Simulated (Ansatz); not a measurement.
Breaking a bond: BeH, doublet.

- UKS-PBE = unrestricted PBE/cc-pVQZ run with Ansatz (a first-principles code)
- UKS-B3LYP = unrestricted B3LYP/cc-pVQZ (Ansatz)
- FCI = Ansatz with full CI/cc-pVQZ, frozen core

Energies relative to the lowest point of each curve near equilibrium, in eV; the last columns give the error against full CI:

| R / Å | UKS-PBE | UKS-B3LYP | FCI | UKS-PBE − FCI | UKS-B3LYP − FCI |
|---|---|---|---|---|---|
| 1.09 | 0.704 | 0.652 | 0.688 | 0.016 | -0.037 |
| 1.16 | 0.339 | 0.300 | 0.323 | 0.015 | -0.023 |
| 1.22 | 0.147 | 0.121 | 0.134 | 0.013 | -0.014 |
| 1.27 | 0.053 | 0.037 | 0.045 | 0.009 | -0.007 |
| 1.33 | 0.004 | 0.000 | 0.001 | 0.003 | -0.001 |
| 1.36 | 0.000 | 0.002 | 0.000 | 0.000 | 0.002 |
| 1.39 | 0.008 | 0.016 | 0.011 | -0.003 | 0.005 |
| 1.43 | 0.034 | 0.051 | 0.042 | -0.008 | 0.008 |
| 1.52 | 0.146 | 0.179 | 0.164 | -0.018 | 0.016 |
| 1.57 | 0.231 | 0.274 | 0.254 | -0.023 | 0.020 |
| 1.66 | 0.411 | 0.471 | 0.444 | -0.033 | 0.026 |
| 1.86 | 0.873 | 0.963 | 0.919 | -0.046 | 0.044 |
| 2.03 | 1.265 | 1.371 | 1.308 | -0.043 | 0.063 |
| 2.25 | 1.700 | 1.809 | 1.712 | -0.012 | 0.097 |
| 2.43 | 1.968 | 2.067 | 1.928 | 0.040 | 0.140 |
| 2.72 | 2.235 | 2.319 | 2.093 | 0.142 | 0.226 |
| 2.97 | 2.343 | 2.426 | 2.138 | 0.205 | 0.288 |
| 3.29 | 2.392 | 2.486 | 2.154 | 0.239 | 0.332 |
| 3.68 | 2.408 | 2.510 | 2.158 | 0.250 | 0.352 |
| 4.14 | 2.413 | 2.518 | 2.159 | 0.254 | 0.359 |
| 4.72 | 2.415 | 2.520 | 2.160 | 0.255 | 0.360 |
| 5.47 | 2.416 | 2.520 | 2.160 | 0.256 | 0.360 |

UKS-PBE is furthest from FCI at 5.47 (0.256 eV, above); its mean absolute error over the points is 0.086 eV.

UKS-B3LYP is furthest from FCI at 4.72 (0.360 eV, above); its mean absolute error over the points is 0.126 eV.
